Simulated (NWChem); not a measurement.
## Dipole moment of FLi

```
F
Li 1 1.5290
```
Charge 0, spin multiplicity 1.

Program: NWChem. The geometry was optimised at B3LYP/def2-SVP, a minimum by its harmonic frequencies.

Basis set: aug-cc-pVDZ. The CCSD dipole comes from the Λ equations, without orbital relaxation.

The correlated methods keep 1 core orbital frozen. B3LYP has NWChem's definition, with VWN1-RPA local correlation. The structure started from a generated list of species. No row is a measurement; the coupled-cluster row has its own basis-set and correlation limits.

Q: Order these methods by the dipole moment they give, lowest first: HF, PBE, CCSD, B3LYP.

A: PBE (5.99 D), B3LYP (6.09 D), CCSD (6.21 D), HF (6.35 D)
